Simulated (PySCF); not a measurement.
## MgO: energy against distance

Set-up: PySCF, no relativity, basis sets Mg 6-311G(d,p), O 6-311G(d,p). Energies in eV from Mg + O in their ground configurations at the same level. State: ³Π (triplet), unpaired electrons σ ↑, π ↑.

```
R (Å)  UHF-CCSD     PBE  UHF-MP2
1.641            -1.696   -1.272
1.717    -1.336  -2.138   -1.706
1.794    -1.572  -2.390   -1.944
1.851    -1.655  -2.488   -2.026
1.908    -1.677  -2.526   -2.047
1.965    -1.652  -2.519   -2.020
2.042    -1.564  -2.459   -1.929
2.137    -1.396  -2.328   -1.751
2.251    -1.147  -2.126   -1.478
2.404            -1.829   -0.957
```

Q: Put a parabola through the three lowest points of the UHF-CCSD curve and estimate Re, k and ωe (reduced mass 9.596 u; 1 eV/Å² = 0.16022 mdyn/Å; ωe = 1302.8·√(k/μ) cm⁻¹).

A: Through R = 1.851, 1.908, 1.965 Å the second-order coefficient is 7.23 eV/Å², so Re ≈ 1.906 Å, k ≈ 2.32 mdyn/Å and ωe ≈ 640 cm⁻¹. A polynomial fit of higher order to the unrounded UHF-CCSD energies gives Re = 1.903 Å, k = 2.34 mdyn/Å, ωe = 644 cm⁻¹; anharmonicity and rounding make the difference.

The higher-order fit for each curve: UHF-CCSD: Re = 1.903 Å, ωe = 644 cm⁻¹, De = 1.68 eV; PBE: Re = 1.927 Å, ωe = 596 cm⁻¹, De = 2.53 eV; UHF-MP2: Re = 1.902 Å, ωe = 651 cm⁻¹, De = 2.05 eV.

Correlated steps freeze 2 core orbitals. Counting both spins, an empty level lies below a filled one in some of these solutions, because spin and occupation are held. The state was picked by a PBE0 search and need not be the measured ground state.
